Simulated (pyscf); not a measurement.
H₂N–Al(NH₂)–NH₂ (SMILES [NH2][Al]([NH2])[NH2]) → NH₃ (SMILES N) + HN=Al–NH₂ (SMILES [NH]=[Al][NH2]), an elimination (singlet surface; Al–N, H–N broken, H–N formed). PySCF, gas phase, ωB97X-D3(BJ)/def2-SVP geometries. Correlated levels are frozen-core, on RHF or UHF. ΔMP2 is the change of the MP2 total energy from the triple- to the quadruple-zeta basis. Energies in kcal/mol from the reactant's lowest minimum found.

Small-basis levels: PySCF, no dispersion term, spherical d functions. AM1 to PM7: differences of heats of formation from MOPAC, which are fitted to 298 K values and so differ in kind from electronic energies by zero-point and thermal terms. GFN2-xTB: tblite. Cost: rough CPU time at the saddle relative to B3LYP/6-31G*, from one job on a shared machine.

```json
[
 {"level": "HF/3-21G", "barrier": "71.9", "reaction energy": "+112.6", "cost": "0.05"},
 {"level": "MP2/6-31G*", "barrier": "56.6", "reaction energy": "+86.0", "cost": "0.1"},
 {"level": "BP86/6-31G*", "barrier": "48.2", "reaction energy": "+82.9", "cost": "2"},
 {"level": "B3LYP/STO-3G", "barrier": "70.5", "reaction energy": "+130.6", "cost": "0.5"},
 {"level": "B3LYP/LANL2DZ", "barrier": "57.4", "reaction energy": "+92.6", "cost": "0.7"},
 {"level": "B3LYP/6-31G*", "barrier": "54.8", "reaction energy": "+86.2", "cost": "1"},
 {"level": "M06-2X/6-31G*", "barrier": "57.3", "reaction energy": "+92.4", "cost": "3"},
 {"level": "B3LYP/6-311+G**", "barrier": "57.1", "reaction energy": "+85.1", "cost": "2"},
 {"level": "PBE/def2-SVP", "barrier": "…", "reaction energy": "+85.1", "cost": "2"},
 {"level": "GFN2-xTB", "barrier": "52.1", "reaction energy": "+79.8", "cost": "under 0.02"},
 {"level": "AM1", "barrier": "82.4", "reaction energy": "+70.9", "cost": "under 0.02"},
 {"level": "PM3", "barrier": "…", "reaction energy": "+50.1", "cost": "under 0.02"},
 {"level": "CCSD(T)/def2-TZVPP + ΔMP2(QZVPP)", "barrier": "…", "reaction energy": "+88.7", "cost": "–"}
]
```

Q: What belongs in the gaps?

A: 
- PBE/def2-SVP, barrier: 47.9
- PM3, barrier: 53.0
- CCSD(T)/def2-TZVPP + ΔMP2(QZVPP), barrier: 58.4

Against the last row the barrier runs from -10.4 (PBE/def2-SVP) to +24.1 kcal/mol (AM1); B3LYP/LANL2DZ happens to lie closest here (1.0 kcal/mol apart). CCSD(T)/def2-TZVPP + ΔMP2(QZVPP) has limits of its own. On the product side the descent ends in an adduct with a Al–N contact, 35.2 kcal/mol under the separated species and 3.3 kcal/mol under the saddle at ωB97X-D3(BJ)/def2-TZVP. At CCSD(T) the saddle lies under the separated products, which points to a path from their complex (located at ωB97X-D3(BJ) alone), and parting the products costs more than the saddle. What is counted as broken (Al–N) persists as a longer contact in the product adduct; parting that adduct is a step of its own. One saddle was located; it need not be the lowest between these sides. The CCSD(T) − MP2 part came from Ansatz, without density fitting, on the same reference.
